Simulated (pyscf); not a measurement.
`[CH][CH]=[CH2]` [singlet] → `[CH]1=[CH][CH2]1`, a ring closure (singlet surface; none broken, C–C formed). Structures and frequencies: ωB97X-D3(BJ)/def2-SVP in PySCF. MP2 and CC: frozen core, UHF for open shells. ΔMP2 is the change of the MP2 total energy from the triple- to the quadruple-zeta basis. Energies in kcal/mol from the reactant's lowest minimum found.

Small-basis levels: PySCF, no dispersion term, spherical d functions. 

In single points HF/6-31G* puts the saddle at 4.8 kcal/mol and the reaction energy at -30.3 kcal/mol. Should these be trusted to within a few kcal/mol? Compare with CCSD(T)/def2-TZVPP + ΔMP2(QZVPP).

CCSD(T)/def2-TZVPP + ΔMP2(QZVPP) gives ΔE‡ = 0.5 kcal/mol and ΔE = -39.3 kcal/mol. HF/6-31G* lies 4.3 kcal/mol over it in the barrier and 9.0 kcal/mol over it in the reaction energy, so on this step it does not hold to within 3.0 kcal/mol. CCSD(T)/def2-TZVPP + ΔMP2(QZVPP) has limits of its own. :HC–CH=CH₂ [singlet] is an excited spin state, 8.8 kcal/mol over the triplet at ωB97X-D3(BJ). :HC–CH=CH₂ [singlet] lies 61.9 kcal/mol over its isomer H₂C=C=CH₂ (electronic energy, ωB97M-D3(BJ)). cyclic C₃H₄ (SMILES C1=CC1) lies 22.3 kcal/mol over its isomer H₂C=C=CH₂ (electronic energy, ωB97M-D3(BJ)). One saddle was located; it need not be the lowest between these sides. A restricted singlet here is unstable towards spin polarisation, as is usual where a triplet lies low; its energy is less safe. The CCSD(T) − MP2 part came from Ansatz, without density fitting, on the same reference.
